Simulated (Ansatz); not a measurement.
The input, for Ansatz 0.2.0:

```yaml
crystal:
  periodic: [false, false, false]
  atoms:
    - {symbol: S, position_ang: [0.000000, 0.000000, 0.000000]}
    - {symbol: Mg, position_ang: [0.000000, 0.000000, 2.340400]}
basis:
  gaussian: {orbitals: cc-pVTZ-DK}
magnetization: {spin_polarized: false}
hamiltonian: {xc: hf}
accuracy: high
scf: {lower_state_search: off}
output: {orbitals: {seedname: orbitals}}
```

```sh
$ ansatz run in.yaml --threads 1 --pin off --events-out ev --progress --plain --max-ram 2393MiB
```

Output:

```
these checks for a lower state are left out or cut short: stability, starts, cluster_reference, orbital_swaps, neighbouring_geometries, increment
888 factors; integrals over basis functions are off by at most 4.1e-9 eV
mean field evaluation 1: about -16283.8379 eV, gradient 2.3e1 eV
mean field evaluation 2: about -16283.8445 eV, gradient 2.3e1 eV
mean field evaluation 4: about -16286.3262 eV, gradient 1.1e0 eV
mean field evaluation 8: about -16286.3376 eV, gradient 1.8e-3 eV
mean field evaluation 16: about -16286.3376 eV, gradient 1.4e-8 eV
mean field -16286.33763089 eV, -598.5118686591 hartree, gradient 1.4e-8 eV, S^2 0.000000; 0 other end points of the search recorded, 0 dependent functions left out
reference -16286.33763089 eV, -598.5118686591 hartree; 14, 14 occupied and 54, 54 virtual orbitals, 888 factors
Total energy: -16286.33763089 eV, -598.5118686591 hartree
Relativity: scalar
Checks for a lower state left out: stability, starts, cluster_reference, orbital_swaps, neighbouring_geometries, increment
```

Ran on 1 thread of Arm Neoverse V2, shared host: 0.75 s wall, 0.1 GiB peak host memory.
